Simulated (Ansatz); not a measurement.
A made-up structure of HS2O, doublet:

| atom | x (Å) | y (Å) | z (Å) |
| --- | --- | --- | --- |
| O1 | 2.6670 | 0.7612 | 0.4244 |
| S2 | -0.7108 | 0.7837 | 0.3148 |
| S3 | 1.2071 | 0.2739 | -0.3208 |
| H4 | 0.8042 | -0.7443 | -1.1044 |

It is relaxed with PBE-D4/def2-SVP and then PBE0-D4/def2-TZVP (Ansatz 0.2.0). Atoms count as bonded within 1.22 times the sum of their covalent radii (H–H: 0.88 Å). The end point is not checked to be a true minimum.

(1) Does its bonding change? (A judgement: the text doesn't fix the answer.)

Results:

(1) By the calculation: No: no bond forms or breaks.

Where it ends: The first stage lowers the energy by 1.46 eV in 7 steps. It ends as HS₂O ([O][SH][S]):
O1  (2.389, 0.546, 0.330)
S2  (-0.590, 0.795, 0.365)
S3  (1.136, 0.495, -0.423)
H4  (1.033, -0.761, -0.958)
(Å)

Labels in which every atom is bracketed show which atoms are joined, not bond orders.

For scale, one of the runs: PBE0-D4/def2-TZVP relaxation, 111 basis functions, launched by `ansatz run in.yaml --threads 2 --pin off --events-out ev --progress --plain --max-ram 4352MiB`. The run took about 13 s on 2 CPU threads of an Arm Neoverse V2 (shared host).
